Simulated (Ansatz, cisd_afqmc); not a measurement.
System: NaCl, charge 0, singlet. NaCl (SMILES [Cl][Na]).
B3LYP-D3(BJ)/def2-TZVP minimum from Ansatz (a program for electronic structure):
```xyz
2

Na     0.0000     0.0000    -1.4348
Cl     0.0000     0.0000     0.9284
```
Charge 0, spin multiplicity 1.

Total energies in def2-QZVPP, 8 correlated electrons, 10 frozen orbitals. Open shells are spin-unrestricted; no spin-orbit coupling. Cores are frozen in correlated methods. No relativity. AFQMC/CISD: phaseless, guided by CISD from CCSD amplitudes; bars are statistical, one sigma. Outlying blocks are dropped, and bars are widened where a walk drifts. Over all cases where full CI ran beside it in this data, AFQMC minus full CI had a median of +0.1 mEh and passed +0.4 mEh in a tenth of the cases.

```csv
method,program,energy (Eh),minus CCSDT(Q) (mEh)
HF,Ansatz,-621.45973,250.14
MP2,Ansatz,-621.68316,26.71
CCSD,Ansatz,-621.69853,11.35
CCSD(T),Ansatz,-621.70896,0.91
CCSDT(Q),Ansatz,-621.70987,0.00
AFQMC/CISD,cisd_afqmc,-621.7107 ± 0.0004,-0.9 ± 0.4
```

Rough core times of Ansatz's runs on a shared machine: CCSD(T) under 20 s, CCSDT(Q) 5 min.
